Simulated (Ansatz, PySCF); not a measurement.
Species: C2H5S (charge -1, singlet). It need not be the lowest isomer of its formula. Whether it binds its extra electron was not tested at this geometry. 
Structure (B3LYP-D3(BJ)/def2-TZVP (Ansatz, a quantum-chemistry and plane-wave program) minimum search):
SMILES: C([S-])C
```xyz
8

C      1.4892     0.7008     0.0093
C     -0.0393     0.7833     0.0007
S     -0.8517    -0.8521    -0.0058
H     -0.3557     1.3668     0.8770
H     -0.3458     1.3688    -0.8779
H      1.9650     1.6963     0.0131
H      1.8267     0.1479     0.8900
H      1.8367     0.1498    -0.8689
```
Charge -1, spin multiplicity 1.

Total electronic energies in hartree. Correlated levels leave the core frozen unless marked. Spin-orbit coupling is left out. No relativistic terms. CBS(X,Y): correlation extrapolated as X^-3; Hartree-Fock from the larger set. [CCSD(T)-MP2]/basis is that difference in the basis named.

| level | program | energy (Eh) |
|---|---|---|
| PBE-D4/def2-TZVPD | Ansatz + dftd4 | -477.20105 |
| revPBE-D4/def2-TZVPD | Ansatz + dftd4 | … |
| TPSS-D4/def2-TZVPD | PySCF + dftd4 | -477.52738 |
| r2SCAN/def2-TZVPD | Ansatz | -477.39978 |
| r2SCAN-D4/def2-TZVPD | Ansatz + dftd4 | -477.40111 |
| BHLYP-D3(BJ)/def2-TZVPD | Ansatz + dftd3 | … |
| r2SCANh-D4/def2-TZVPD | Ansatz + dftd4 | -477.39656 |
| CAM-B3LYP-D3(BJ)/def2-TZVPD | Ansatz + dftd3 | … |
| B2PLYP-D3(BJ)/def2-TZVPD | Ansatz + dftd3 | -477.27512 |
| B2PLYP/def2-TZVPD | Ansatz | -477.27112 |
| SCS-MP2/cc-pwCVTZ | Ansatz | -476.77204 |
| CCSD/aug-cc-pV(T+d)Z | Ansatz | -476.82140 |
| CCSD(T)/cc-pVDZ | PySCF | -476.65511 |
| RI-MP2/CBS(aug-cc-pV(T+d)Z,aug-cc-pV(Q+d)Z)+[CCSD(T)-MP2]/aug-cc-pV(D+d)Z | Ansatz | -476.9093 |
| RI-MP2/CBS(aug-cc-pV(T+d)Z,aug-cc-pV(Q+d)Z)+[CCSD(T)-MP2]/aug-cc-pV(T+d)Z | Ansatz | -476.9124 |

Complete the blanks.


- revPBE-D4/def2-TZVPD, energy (Eh): -477.40431
- BHLYP-D3(BJ)/def2-TZVPD, energy (Eh): -477.42907
- CAM-B3LYP-D3(BJ)/def2-TZVPD, energy (Eh): -477.44783
